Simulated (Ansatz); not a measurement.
# UHSE06/STO-3G run of SiHF2 (SMILES F[SiH]F)

Aim: the vertical ionisation energy of SiHF2 at UHSE06/STO-3G, from 2 runs. 

Program for the calculation: Ansatz 0.2.0.

66 further runs of the same task are left out: 9 that didn't finish, 57 set aside as unsound or not needed.

## (1) The structure to begin with

SiHF2 has 4 atoms, charge 0, and is taken as a doublet. SMILES: `F[SiH]F`. The shape is that of a GFN2-xTB optimisation.

Bond lengths: F1–Si2 1.606 Å, Si2–F3 1.606 Å, Si2–H4 1.439 Å. Angles: F1–Si2–F3 100.4°, F1–Si2–H4 108.7°, F3–Si2–H4 108.6°.

## (2) A single-point energy at UHSE06/STO-3G

File molecule.yaml:

```yaml
crystal:
  periodic: [false, false, false]
  atoms:
    - symbol: F
      position_ang: [1.226950, 0.652980, -0.410280]
    - symbol: Si
      position_ang: [-0.028060, -0.342890, -0.301090]
    - symbol: F
      position_ang: [-1.234200, 0.716240, -0.252780]
    - symbol: H
      position_ang: [0.035310, -1.026330, 0.964150]
basis:
  gaussian:
    orbitals: STO-3G
total_charge: 0
magnetization:
  spin_polarized: true
  initial_magnetization: 1
hamiltonian:
  xc: {name: HSE06}
accuracy: high
```

On the command line:

```bash
ansatz run molecule.yaml --threads 1 --pin off --max-ram 2610MiB --events-out events.jsonl --progress --plain --runs-dir runs
```

The log of the run:

```text
Warning: RAYON_NUM_THREADS=1 ignored (pool sized by the plan → 1); use --threads N
Functional definition: HSE06
  name "HSE06"
  parameter a = 0.25
  parameter omega = 0.11/bohr
  exchange = pbe_x - a*pbe_x_sr(omega) + a*exact_x_sr(omega)
  correlation = pbe_c
361 factors; integrals over basis functions are off by at most 3.0e-8 eV
49 factors; integrals over basis functions are off by at most 6.5e-10 eV
mean field evaluation 1: about -13146.8853 eV, gradient 1.4e1 eV
mean field evaluation 2: about -13146.0297 eV, gradient 1.8e1 eV
mean field evaluation 4: about -13148.4127 eV, gradient 1.9e-1 eV
mean field evaluation 8: about -13148.4142 eV, gradient 5.3e-3 eV
mean field evaluation 16: about -13148.4142 eV, gradient 3.6e-8 eV
mean field -13148.41419796 eV, -483.1953094596 hartree, gradient 3.8e-8 eV, S^2 0.751735; 0 other end points of the search recorded, 0 dependent functions left out
reference -13148.41419932 eV, -483.1953095096 hartree; 17, 16 occupied and 3, 4 virtual orbitals, 361 factors
Total energy: -13148.41419932 eV, -483.1953095096 hartree
```

It took 1.5 s on 1 thread of Intel Xeon 6975P-C (Granite Rapids), shared host; peak memory 0.14 GiB.

## (3) The singlet cation at the same level

File job.yaml:

```yaml
crystal:
  periodic: [false, false, false]
  atoms:
    - {symbol: F, position_ang: [1.226950, 0.652980, -0.410280]}
    - {symbol: Si, position_ang: [-0.028060, -0.342890, -0.301090]}
    - {symbol: F, position_ang: [-1.234200, 0.716240, -0.252780]}
    - {symbol: H, position_ang: [0.035310, -1.026330, 0.964150]}
basis:
  gaussian:
    orbitals: STO-3G
hamiltonian:
  xc: {name: HSE06}
total_charge: 1
accuracy: high
```

On the command line:

```bash
ansatz run job.yaml --threads 1 --pin off --max-ram 2610MiB --events-out events.jsonl --progress --plain --runs-dir runs
```

The log of the run, shortened:

```text
Warning: RAYON_NUM_THREADS=1 ignored (pool sized by the plan → 1); use --threads N
[... 6 set-up lines as earlier in the session ...]
361 factors; integrals over basis functions are off by at most 3.0e-8 eV
49 factors; integrals over basis functions are off by at most 6.5e-10 eV
mean field evaluation 1: about -13134.1656 eV, gradient 4.0e1 eV
mean field evaluation 2: about -13105.0068 eV, gradient 1.0e2 eV
mean field evaluation 4: about -13142.2616 eV, gradient 2.1e0 eV
mean field evaluation 8: about -13142.2723 eV, gradient 1.3e-1 eV
mean field evaluation 16: about -13142.2724 eV, gradient 1.4e-7 eV
mean field -13142.27237900 eV, -482.9696017760 hartree, gradient 2.2e-8 eV, S^2 0.000000; 0 other end points of the search recorded, 0 dependent functions left out
reference -13142.27238038 eV, -482.9696018267 hartree; 16, 16 occupied and 4, 4 virtual orbitals, 361 factors
Total energy: -13142.27238038 eV, -482.9696018267 hartree
```

Wall time 0.69 s (1 thread of Intel Xeon 6975P-C (Granite Rapids), shared host).

## (4) Results

At UHSE06/STO-3G:

```
                                          quantity          value
                       doublet SiHF2: total energy  -483.19531 Eh
                               doublet SiHF2: ⟨S²⟩          0.752
                      singlet cation: total energy  -482.96960 Eh
vertical ionisation energy (to the singlet cation)       6.142 eV
```

The vertical ionisation energy comes to 6.14 eV (142 kcal/mol). Only the singlet of the ionised species was computed; a triplet could lie lower. In a minimal basis such a difference can be off by several eV, whatever the method.
